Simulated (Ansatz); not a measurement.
BFH3N, SMILES `NBF`, relaxed with RKS PBE0-D4/def2-TZVP in Ansatz 0.2.0 from a PBE-D4/def2-SVP geometry. The force threshold is 0.005 eV/Å; the program also tests the step.

Total charge 0; spin multiplicity 1.

Start:

```xyz
6

N     0.444    0.581    0.046
B    -0.372   -0.555   -0.043
F    -1.709   -0.404   -0.120
H     1.458    0.520    0.116
H     0.076    1.533    0.049
H     0.102   -1.676   -0.049
```

Q: How much energy does the relaxation release, and in how many steps? (Best estimate.)

A: The calculation gave: 0.02 eV, in 5 steps.

Q: Which bonds change most? (An estimate is asked.)

A: Computed: B2–H6 from 1.218 to 1.196 Å; N1–H5 from 1.021 to 1.006 Å; N1–H4 from 1.018 to 1.004 Å; N1–B2 from 1.401 to 1.389 Å.

Q: Give the relaxed structure. (Best estimate.)

A: The calculation gave: 
```xyz
6

N     0.443    0.576    0.047
B    -0.364   -0.551   -0.041
F    -1.691   -0.401   -0.123
H     1.443    0.519    0.110
H     0.075    1.513    0.053
H     0.095   -1.656   -0.046
```
